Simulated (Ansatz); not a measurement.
# BNH3 (quartet): from Hartree-Fock to the top rungs at distance B1–H4 along a hydrogen transfer = 1.535 Å, cc-pVDZ

One table from this session's results is given with a row withheld; the runs are named, their logs left out.

Method: cc-pVDZ, core rule «outside noble gas», up to 2 orbitals frozen; program: Ansatz 0.2.0, Gaussian basis.

The runs, in order: UHF; CCSD(T) on ROHF; CCSD(T) on UHF; BCCD(T) on ROHF; CISD; CCSDT(Q) on ROHF; CCSDT(Q) on UHF; CASSCF and MRCISD+Q, 5 electrons in 5 orbitals; CASSCF and NEVPT2, 5 electrons in 5 orbitals.

16 further runs of the same task are left out: 8 for a known fault of the program, 4 that didn't finish, 4 set aside as unsound or not needed.

## The system

The geometry derives from fragments relaxed apart (PBE0/def2-TZVP) and kept rigid, so it is no stationary point. A hydrogen atom is moved between rigid fragments.

5 atoms, charge 0, spin multiplicity 4.

Atoms are counted from 1 here; the program's logs count them from 0.

Bond lengths: B1–H2 1.193 Å, B1–H3 1.193 Å, H4–N5 1.297 Å. Angles: H2–B1–H3 120.0°.

The first run:

Input file in.yaml:

```yaml
crystal:
  periodic: [false, false, false]
  atoms:
    - {symbol: B, position_ang: [-1.437106, 0.000000, 0.000000]}
    - {symbol: H, position_ang: [-2.033839, 1.033571, 0.000000]}
    - {symbol: H, position_ang: [-2.033839, -1.033571, 0.000000]}
    - {symbol: H, position_ang: [0.097894, 0.000000, 0.000000]}
    - {symbol: N, position_ang: [1.394894, 0.000000, 0.000000]}
basis:
  gaussian: {orbitals: cc-pVDZ}
magnetization: {spin_polarized: true, initial_magnetization: 3}
hamiltonian: {xc: hf}
output: {orbitals: {seedname: orbitals}}
```

Run with:

```sh
$ ansatz run in.yaml --threads 1 --pin off --events-out ev --progress --plain --max-ram 2393MiB
```

Steps of the session up to this table: UHF; CCSD(T) on ROHF; CCSD(T) on UHF; BCCD(T) on ROHF; CISD; CCSDT(Q) on ROHF; CCSDT(Q) on UHF; CASSCF and MRCISD+Q, 5 electrons in 5 orbitals; CASSCF and NEVPT2, 5 electrons in 5 orbitals.

One table of the session follows, with a row left open; its other results are not shown here.

It belongs to the step «Misses and costs». 

```
       method  from UCCSDT(Q) (kJ/mol)
         ROHF                   +632.9
          UHF                   +592.6
         RMP2                   +124.2
         UMP2                   +125.3
         CISD                    +54.2
        RCCSD                    +14.5
        UCCSD                    +13.6
     RCCSD(T)                     +3.1
     UCCSD(T)                     +3.0
      BCCD(T)                     +3.1
       RCCSDT                     +0.7
       UCCSDT                     +0.5
    RCCSDT(Q)                     +0.2
    UCCSDT(Q)                        0
  CASSCF pair                        ?
  NEVPT2 pair                   +113.6
  MRCISD pair                    +43.3
MRCISD+Q pair                     +2.1
```

Estimate the missing values for CASSCF pair.

As computed: from UCCSDT(Q) (kJ/mol): +550.7. In the column «from UCCSDT(Q) (kJ/mol)» it lies between UMP2 (+125.3) and UHF (+592.6).

Limits of these values: Restricted and unrestricted rows rest on different reference determinants; where their highest levels disagree by more than a few hundredths of an eV, they describe different states and don't form one ladder.
